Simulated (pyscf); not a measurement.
A first-order saddle from PySCF, ωB97X-D3(BJ)/def2-SVP:

```xyz
12

N     -1.9633    -1.0748     0.4086
Al    -1.9701    -0.0683     1.7570
H     -1.0847    -0.5310    -0.3762
H     -2.3239    -1.8931    -0.0573
H     -0.7347     1.0363     1.1045
H     -2.4958     0.3243     3.1804
C     -0.1053     0.2968    -0.9574
C      0.0431     1.2751     0.0899
H     -0.5647     0.6587    -1.8857
H      0.7556    -0.3644    -1.1170
H     -0.3166     2.2968    -0.0940
H      0.9804     1.2893     0.6628
```
Charge 0, spin multiplicity 1.

Surface: singlet, charge 0. Lowest wavenumbers (cm⁻¹): 1778i, 143, 280, 287, 391.

Question: Which two sides does it connect, and which bonds change?

Answer: H₂N–AlH₂ (SMILES [NH2][AlH2]) + H₂C=CH₂ (SMILES C=C) ⇌ HN=AlH (SMILES [NH]=[AlH]) + H₃C–CH₃ (SMILES CC), a concerted two-bond exchange read from left to right: H–N, Al–H broken and C–H, C–H formed. At CCSD(T)/def2-TZVPP + ΔMP2(QZVPP) it lies +246.1 kJ/mol from the left side and +130.0 kJ/mol from the right (each side as separated species at their lowest minima found). The same reactants have a lower exit, to H₃C–CH₂–AlH–NH₂ (barrier +40.6 kJ/mol at ωB97M-D3(BJ)/def2-TZVP, against +244.6 kJ/mol here). HN=AlH lies 186.2 kJ/mol over its isomer H₂N–Al [singlet] (electronic energy, ωB97M-D3(BJ)/def2-TZVP). One saddle was located; it need not be the lowest between these sides. The CCSD(T) − MP2 part came from Ansatz, without density fitting, on the same reference.
